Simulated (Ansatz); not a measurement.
# CHFLi+ (SMILES [Li][CH+]F): one structure at several levels

The task here is to estimate one member of a computed series from the others.

Method: single points in def2-TZVPP; program: Ansatz 0.2.0, Gaussian basis.

Cores are frozen in the correlated methods. The outer core shell of Li, Na, Mg and K is correlated.

**The system as given**

SMILES `[Li][CH+]F`, 4 atoms, charge 1, spin multiplicity 1.

Atoms are counted from 1 here; the program's logs count them from 0.

Bond lengths: Li1–C2 2.246 Å, C2–F3 1.266 Å, C2–H4 1.150 Å. Angles: Li1–C2–F3 111.4°, Li1–C2–H4 139.6°, F3–C2–H4 109.0°.

Geometry (Å):

```xyz
4

Li    1.5268   -0.2114    1.3311
C    -0.1640   -0.1135   -0.1448
F    -0.4688    1.0840   -0.4180
H    -0.8485   -0.8196   -0.7412
```

The first run:

run/in.yaml reads:

```yaml
crystal:
  periodic: [false, false, false]
  atoms:
    - {symbol: Li, position_ang: [1.526800, -0.211400, 1.331100]}
    - {symbol: C, position_ang: [-0.164000, -0.113500, -0.144800]}
    - {symbol: F, position_ang: [-0.468800, 1.084000, -0.418000]}
    - {symbol: H, position_ang: [-0.848500, -0.819600, -0.741200]}
basis:
  gaussian: {orbitals: def2-TZVPP}
total_charge: 1
correlation: {method: ccsd_t}
output: {forces: true}
```

The command line of these runs was not kept.

Steps of the session up to this table: CCSD(T)/def2-TZVPP; PBE0-D4/def2-TZVPP; wB97M-V/def2-TZVPP; r2SCAN-D4/def2-TZVPP; PBE-D4/def2-TZVPP; r2SCANh-D4/def2-TZVPP; r2SCAN0-D4/def2-TZVPP.

One table of the session follows, with a row left open; its other results are not shown here.

```
    method  RMS force component (eV/Å)  angle to CCSD(T) forces (°)
   CCSD(T)                       0.640                    reference
   PBE0-D4                       0.479                         16.6
   wB97M-V                       0.568                          8.2
 r2SCAN-D4                       0.580                          4.8
    PBE-D4                       0.653                         17.5
r2SCANh-D4                           ?                            ?
r2SCAN0-D4                       0.499                         26.6
```

Q: Estimate the row for r2SCANh-D4 from the others.

Worked estimate for «RMS force component (eV/Å)». Against the share of exact exchange, r2SCAN-D4 (0, 0.580), r2SCAN0-D4 (0.25, 0.499) give a slope of -0.324 per unit share; at 0.1 the line stands at 0.548.

As computed: RMS force component (eV/Å): 0.531; angle to CCSD(T) forces (°): 9.8. In «RMS force component (eV/Å)» the line misses by +0.017.
